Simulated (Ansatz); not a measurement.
Ansatz (a first-principles code) input (wB97M-V/jun-cc-pV(T+d)Z): A basis named .json is the Basis Set Exchange file of that set (core-valence sets with the plain set on hydrogen).

Ansatz 0.2 input:
```yaml
crystal:
  periodic: [false, false, false]
  atoms:
    - {symbol: C, position_ang: [0.00913574, 0.00173503, -1.20562697]}
    - {symbol: C, position_ang: [-0.00077797, -0.00014775, 0.10266711]}
    - {symbol: H, position_ang: [0.02818759, 0.94008178, -1.73766571]}
    - {symbol: H, position_ang: [-0.00183081, -0.93507619, -1.74059173]}
    - {symbol: O, position_ang: [-0.00956292, -0.00181616, 1.26200208]}
basis:
  gaussian:
    orbitals: jun-cc-pV_T+d_Z.json
hamiltonian:
  xc: {name: wB97M-V}
magnetization: {spin_polarized: false}
```

Output:

```
Functional definition: wB97M-V
integrals: 0.06 GiB planned
722 factors; their error is unknown
integrals: 0.09 GiB planned
197 factors; integrals over basis functions are off by at most 3.2e-5 eV
mean field: 0.64 GiB planned
mean field evaluation 1: about -4149.4383 eV, gradient 4.2e1 eV
mean field evaluation 2: about -4150.3488 eV, gradient 3.8e1 eV
mean field evaluation 4: about -4152.6400 eV, gradient 2.0e0 eV
mean field evaluation 8: about -4152.6543 eV, gradient 4.1e-2 eV
mean field evaluation 16: about -4152.6439 eV, gradient 4.2e-5 eV
mean field -4152.64393837 eV, -152.6068499721 hartree, gradient 4.2e-5 eV, S^2 0.000000; 0 other end points of the search recorded, 0 dependent functions left out
reference -4152.64400665 eV, -152.6068524811 hartree; 11, 11 occupied and 134, 134 virtual orbitals, 722 factors
Total energy: -4152.64400665 eV, -152.6068524811 hartree
```
